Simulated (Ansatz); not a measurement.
# 1T (CdI2-type) HfTe2

All values below come from LDA (plane waves, PAW; Ansatz, a program for electronic structure).

Run with plane-wave cutoff 520 eV, 18×18×8 k mesh (along the axes of the cell as run), Fermi–Dirac smearing 0.05 eV, scalar-relativistic PAW data made under PBE.

Cell (relaxed at this level):

```
CELL_PARAMETERS angstrom
      3.83671     0.00000     0.00000
     -1.91836     3.32269     0.00000
      0.00000     0.00000     6.50675
ATOMIC_POSITIONS crystal
  Hf 0.00000 0.00000 0.00000
  Te 0.33333 0.66667 0.27249
  Te 0.66667 0.33333 0.72751
```

```yaml
bulk_modulus: 33.4 GPa
band_gap: zero (no gap)
```

Note: the relaxation could not lower the start's symmetry, so the cell can be a saddle point above a distorted one; the bulk modulus comes from volumes at which shape and atoms were relaxed.

Spin–orbit coupling is not included; it can open a gap where bands touch, and shift volumes and moduli.

It cost about 28 core-minutes (a rough figure) of CPU time.
